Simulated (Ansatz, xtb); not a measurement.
## H2OSi2: 4 structures ranked

4 gas-phase structures of H2OSi2, found in a search over its isomers (lower ones may exist). Each was relaxed with GFN2-xTB:

A. a singlet given by its coordinates
B. a singlet given by its coordinates
C. `O=[SiH][SiH]`, a singlet
D. `O=[SiH][SiH]`, a triplet

B (Å):

```xyz
5

O     0.0862   -2.4934    1.7332
Si   -1.1944   -1.6927    2.0492
Si    1.1409   -1.2758    0.7340
H     1.0153   -0.1382    1.6892
H     0.0702   -0.8908   -0.2281
```

Close contacts (Å): O1–Si2 1.54, O1–Si3 1.90, Si2–Si3 2.71, Si3–H4 1.49, Si3–H5 1.49.

A (Å):

| atom | x (Å) | y (Å) | z (Å) |
| --- | --- | --- | --- |
| O | 1.8799 | -1.3113 | 1.0316 |
| Si | 0.6914 | -0.4126 | 0.7924 |
| Si | -0.9311 | 0.1480 | -0.6203 |
| H | -0.8323 | 1.6255 | -0.7992 |
| H | -2.2015 | 0.0576 | 0.1565 |

Close contacts (Å): O1–Si2 1.51, Si2–Si3 2.22, Si3–H4 1.49, Si3–H5 1.49.

Task: Estimate their order in r2SCAN-D4/def2-SVP energy at these geometries, lowest first.

Result: Calculated order at r2SCAN-D4/def2-SVP: B (0.0), A (43.1), C (120.5), D (127.8) kJ/mol.

Energies above the lowest of each column, in kJ/mol (a dash: not run or not comparable):

```
structure  GFN2-xTB  HF/STO-3G  r2SCAN-D4/def2-SVP
        B      83.6        0.0                 0.0
        A       0.0      114.5                43.1
        C       8.5      183.8               120.5
        D         –      130.2               127.8
```

r2SCAN-D4/def2-SVP puts B lowest; GFN2-xTB picks A. Some further structures that were screened fall inside this span and aren't listed. Flexible structures stand in one conformer each, not always the lowest. Frequencies (PBE0-D3(BJ)/def2-SVP) were run for A alone. GFN2-xTB has no spin polarisation and isn't compared across spin states. Open shells are spin-unrestricted, some with notable spin contamination.

Programs: Ansatz 0.2.0, xtb 6.7.1.
